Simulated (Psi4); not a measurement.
Reaction (SMILES): OO (H2O2) → [O-]O + H+
B3LYP-D3(BJ)/def2-TZVP geometries, fixed; electronic energies without zero-point terms.
Largest species:
```
O
H 1 0.9680
O 1 1.4504 2 100.54
H 3 0.9680 1 100.54 2 115.91
```

Effect of the grid (radial, spherical points) at PBE/aug-cc-pVTZ with Psi4, against the last row, where the deprotonation energy is 380.06 kcal/mol. Cost is core time over that of grid: 50, 194, rough, on shared machines of one kind.

| setting | grid points, largest species | largest shift of a total energy (mEh) | shift of the deprotonation energy (kcal/mol) | cost |
|---|---|---|---|---|
| grid: 35, 110 | 15314 | 0.088 | 0.005 | 0.8× |
| grid: 50, 194 | 38532 | -0.002 | -0.002 | 1× |
| grid: 75, 302 | 88689 | 0.001 | 0.000 | 2× |
| grid: 99, 590 | 228043 | 0.000 | 0.000 | 3× |
| grid: 150, 974 | 567238 | 0.000 | 0.000 | 7× |

Within 0.02 kcal/mol in the deprotonation energy: grid: 35, 110; grid: 50, 194; grid: 75, 302; grid: 99, 590. The largest shift is 0.088 mEh in a total energy and 0.005 kcal/mol in the difference.
